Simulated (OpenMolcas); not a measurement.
# SiNH4O (SMILES N[SiH]O): methods side by side

SiNH4O: 7 atoms, total charge 0, spin state doublet. As SMILES, `N[SiH]O`. Geometry: relaxed at PBE0-D4/def2-TZVP. This is one conformer, not always the lowest.

Quantity: the vertical energy of the quartet above the doublet, in eV. The values are calculated.

| level | kind | program | value (eV) | CPU time (all runs) |
| --- | --- | --- | --- | --- |
| UHF/6-311+G** | Hartree–Fock | OpenMolcas | 5.61 | 24 s |
| UPBE/6-311+G** | GGA | OpenMolcas | 6.24 | 92 s |
| U-r2SCAN/6-311+G** | meta-GGA | OpenMolcas | 6.33 | 2.1 min |
| UM06-L/6-311+G** | meta-GGA | OpenMolcas | 6.79 | 2.2 min |
| UTPSS/6-311+G** | meta-GGA | OpenMolcas | 6.33 | 2.4 min |
| UB3LYP/6-311+G** | global hybrid | OpenMolcas | 6.42 | 1.7 min |
| UBHLYP/6-311+G** | global hybrid | OpenMolcas | 6.41 | 92 s |
| UPBE0/6-311+G** | global hybrid | OpenMolcas | 6.40 | 99 s |

The values span 5.61 to 6.79 eV. Times are those of the runs behind each value, whatever else they computed, on shared processors of several kinds: orders of magnitude only.
